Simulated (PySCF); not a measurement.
Species: C₃H₇FOS.
SMILES: `C[C@@H](F)[S@@](C)=O`

Torsions of this conformer, `[CH3:1][C@@H:2]([F:3])[S@@:4]([CH3:5])=[O:6]`: C1–C2–S4–C5 -69°.

The closed-shell ground state was solved at several levels (PySCF, density fitting, gas phase, non-relativistic). Isolated species at its PBE0-D3(BJ)/def2-SVP geometry (one conformer only).

```json
{"level": "PBE0/pcSseg-1", "basis functions": "144", "total energy (Eh)": "-691.2326", "HOMO (eV)": "-6.80", "LUMO (eV)": "0.63", "gap (eV)": "7.43", "dipole (D)": "2.44"}
{"level": "B3LYP/pcSseg-2", "basis functions": "321", "total energy (Eh)": "-691.9229", "HOMO (eV)": "-6.73", "LUMO (eV)": "-0.01", "gap (eV)": "6.72", "dipole (D)": "2.50"}
```

**Question.** What might B3LYP/def2-SVPD (189 basis functions) give for the same quantities?

**Answer.** Total energy -691.4376 Eh, HOMO -6.74 eV, LUMO -0.03 eV, gap 6.71 eV, dipole 2.55 D.

**Question.** How far do the dipole and the HOMO energy spread over the levels?

**Answer.** The dipole runs from 2.44 to 2.55 D (mean 2.50 D) and the HOMO from -6.80 to -6.73 eV.
